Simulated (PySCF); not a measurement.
Continuum solvent and chemical shifts

Atom-mapped SMILES (the numbers label the heavy atoms): `[F:1][PH2:2]`; H(Xn) means a hydrogen on atom n.

GIAO PBE0/pcSseg-1 in PySCF 2.14 on one PBE0-D3(BJ)/def2-SVP conformer, non-relativistic, equivalent nuclei averaged. Solvents enter as an IEF-PCM continuum (tetrahydrofuran with ε = 7.4, acetonitrile with ε = 35.7) around the gas-phase geometry. Shifts are referred to CFCl3, PH3, TMS computed in the same medium.

In tetrahydrofuran, δ in ppm: F1 -336.4, P2 375.9, H(P2) 7.57. Dipole moment 2.07 D.

(1) How does each δ change in the more polar medium?

(2) Which nuclei move most (in ppm), and what does the model miss?

Answers

(1) 
```json
{"atoms": "F1", "environment": "fluorine bonded to P", "Δδ, acetonitrile": "+0.4"}
{"atoms": "P2", "environment": "phosphorus bonded to F, 2 H", "Δδ, acetonitrile": "+1.7"}
{"atoms": "H(P2)", "environment": "hydrogen on a phosphorus bonded to F", "Δδ, acetonitrile": "+0.05"}
```

Changes are relative to tetrahydrofuran. The dipole moment becomes 2.14 D in acetonitrile.

(2) P2 (phosphorus bonded to F, 2 H, +1.7 ppm) in acetonitrile. A continuum only polarises the solute; specific hydrogen bonds, the anisotropy of aromatic solvents and changes of geometry or conformer are outside it.
